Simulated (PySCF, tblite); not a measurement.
# Naphthoquinone (C10H6O2): geometry, infrared bands, NMR shifts, spin-spin couplings and electronic excitations

Aim: predict the infrared bands, NMR shifts, spin-spin couplings and electronic excitations of Naphthoquinone (C10H6O2) (`O=C1C=CC(=O)c2ccccc21`).

Programs: tblite 0.8.0 and PySCF 2.14.0, with density-fitted response routines of our own. Each step states its level of theory. These are calculated values for one molecule in the gas phase, unless marked as measured. Atoms count from 0, in the outputs and in this text.

## Step 1: The molecule as given

18 atoms, charge 0, multiplicity 1; geometry from: force field or distance geometry start.

Bonds of the start (Å): O0–C1 1.23, C1–C2 1.48, C2–C3 1.34, C3–C4 1.47, C4–O5 1.22, C4–C6 1.47, C6–C7 1.40, C7–C8 1.40, C8–C9 1.39, C9–C10 1.40, C10–C11 1.40, C11–C1 1.47, C11–C6 1.40, C2–H12 1.07, C3–H13 1.08, C7–H14 1.09, C8–H15 1.10, C9–H16 1.08, C10–H17 1.09.

## Step 2: Optimising the geometry with GFN2-xTB

The job: settings as JSON, then the geometry in Å.

```
{"job": {"kind": "relax", "xc": "GFN2-xTB", "basis": "xTB"}, "charge": 0, "multiplicity": 1}
O      1.648400    -2.384900    -0.610500
C      1.425600    -1.205600    -0.334800
C      2.568500    -0.282600    -0.127000
C      2.365900     1.012400     0.171900
C      1.012200     1.568400     0.355600
O      0.864500     2.751000     0.630800
C     -0.137300     0.668400     0.156600
C     -1.433000     1.166000     0.314400
C     -2.528300     0.309000     0.135400
C     -2.336200    -1.030800    -0.186300
C     -1.038900    -1.528200    -0.342300
C      0.059600    -0.679700    -0.162900
H      3.547100    -0.694600    -0.243900
H      3.198300     1.689500     0.321200
H     -1.606900     2.216000     0.565600
H     -3.546600     0.699200     0.263000
H     -3.184400    -1.687000    -0.324300
H     -0.887400    -2.580100    -0.594200
```

Run with:

```
OMP_NUM_THREADS=2 python probes_run.py task.json out
```

The driver reads the jobs from task.json and runs them one after another.

**Question.** This job is followed by: GFN2-xTB harmonic vibrations, gas phase; PBE0-D3(BJ)/def2-SVP geometry optimisation, gas phase; GIAO PBE0/pcSseg-1 NMR shielding, non-relativistic, gas phase; B3LYP/pcJ-1 indirect spin-spin coupling, non-relativistic, gas phase; TDDFT B3LYP/def2-SVPD, vertical, gas phase, core orbitals frozen in the response; GIAO CAM-B3LYP/pcSseg-2 NMR shielding, non-relativistic, gas phase. What will the session give for the following? strongest single infrared mode (GFN2-xTB); zero-point energy (GFN2-xTB); point group; rotational constants (main isotopes); ¹³C shifts against TMS (PBE0/pcSseg-1, means over atoms taken as alike); ¹H shifts against TMS (PBE0/pcSseg-1, means over atoms taken as alike); ¹⁷O shifts against H2O (PBE0/pcSseg-1, means over atoms taken as alike); potential on the surface of density 0.002 e/bohr³, 1st and 99th percentile; largest coupling of the table (B3LYP/pcJ-1); lowest singlet (B3LYP/def2-SVPD); brightest single state of those computed; lowest triplet; range of the shift of O0 (with its like atoms).

The runs gave:

| quantity | value |
| --- | --- |
| strongest single infrared mode (GFN2-xTB) | 1691 cm⁻¹, 529 km/mol |
| zero-point energy (GFN2-xTB) | 80.2 kcal/mol |
| point group | C2v |
| rotational constants (main isotopes) | 1.33, 1.10, 0.60 GHz |
| ¹³C shifts against TMS (PBE0/pcSseg-1, means over atoms taken as alike) | 188.4, 144.6, 139.3, 134.0, 132.4 ppm |
| ¹H shifts against TMS (PBE0/pcSseg-1, means over atoms taken as alike) | 8.34, 7.85, 6.92 ppm |
| ¹⁷O shifts against H2O (PBE0/pcSseg-1, means over atoms taken as alike) | 685.9 ppm |
| potential on the surface of density 0.002 e/bohr³, 1st and 99th percentile | -1.39 V and 1.21 V |
| largest coupling of the table (B3LYP/pcJ-1) | ¹J(C,H) C2–H12, 175.0 Hz (mean over like pairs) |
| lowest singlet (B3LYP/def2-SVPD) | 2.72 eV (456 nm), f = 0.000 |
| brightest single state of those computed | state 6, 4.90 eV, f = 0.221 |
| lowest triplet | 2.31 eV |
| range of the shift of O0 (with its like atoms) | 662.9 to 685.9 ppm |

**Reading.** Over 15 steps the energy fell by 0.074 eV; of the close pairs, C7–C8 changed most, 1.402 to 1.384 Å (GFN2-xTB). No mode is imaginary among the 48: a minimum at this level. The strongest single mode, at 1691 cm⁻¹, is carried by C1, C4, O0, O5. GFN2-xTB is a fitted tight-binding method: band positions and strengths are rough. Its intensities can rank the bands wrongly. The start of the PBE0/def2-SVP relaxation was shaken at random by about 0.01 Å, so part of the energy gained, and of the first lengths quoted, undoes that. C1, C4 (mean) (ketone carbonyl carbon) lies farthest downfield among carbon, at 188.4 ppm; low-lying n→π* states of the double bond to the heteroatom give a large paramagnetic term (-247 ppm). At PBE0/pcSseg-1: The largest span, 1414 ppm, is at O0, O5, where the paramagnetic term is -752 ppm. NICS(1)zz of -26 ppm above the planar ring from C6 marks a diatropic (aromatic) ring current. Of the pairs tabulated at B3LYP/pcJ-1, C2–H12 (mean over like pairs) couples most strongly (175.0 Hz; Fermi contact 174.6 Hz). The lowest singlet, at 2.72 eV, is HOMO→LUMO 0.98 and is dark; of the 10 states computed, the strongest absorption comes from state 6 at 4.90 eV. The lowest triplet lies 0.41 eV below the lowest singlet (triplets in Tamm-Dancoff, singlets in full TDDFT). In ppm, O0 (with its like atoms) moves most: its shift spreads over 23.0 ppm, from 662.9 (CAM-B3LYP/pcSseg-2) to 685.9 (PBE0/pcSseg-1). The conformer search found further structures of the same energy, which may be mirror or relabelled copies of this one.
